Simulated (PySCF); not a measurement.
Zinc-blende InAs, treated with MP2 (GTH pseudopotentials, Gaussian basis, DZ basis; PySCF).

The same calculation (at the measured cell, 27.791 Å³/atom) with different numerical settings:

| run | k mesh | correlation energy (eV/atom) | total energy (eV/atom) | rough time |
|---|---|---|---|---|
| 1 | 2×2×2 | -1.9828 | -861.5160 | 100 core-s |
| 2 | 3×3×3 | -2.2217 | -862.0721 | 6 core-min |
| 3 | 4×4×4 | -2.3218 | -862.1933 | 40 core-min |

In the column total energy (eV/atom) the first row differs from the last by +0.6773 and the next to last by +0.1212.

The last row is no converged limit: other settings stay fixed.
